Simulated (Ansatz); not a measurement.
Ansatz (a first-principles code) input:
A basis named .json is the Basis Set Exchange file of that set.

Ansatz 0.2 input:
```yaml
crystal:
  periodic: [false, false, false]
  atoms:
    - {symbol: Si, position_ang: [-0.00000000, -0.00000000, -0.55023231]}
    - {symbol: O, position_ang: [0.00000000, 0.00000000, 0.96290654]}
basis:
  gaussian:
    orbitals: aug-cc-pV_D+d_Z.json
magnetization: {spin_polarized: false}
correlation: {method: ccsd_t, electrons: outside_noble_gas}
output: {forces: true}
```

Q: Which total energy does the run end on?

A: -364.11917 Eh (CCSD(T)/aug-cc-pV(D+d)Z). The basis has 55 functions.
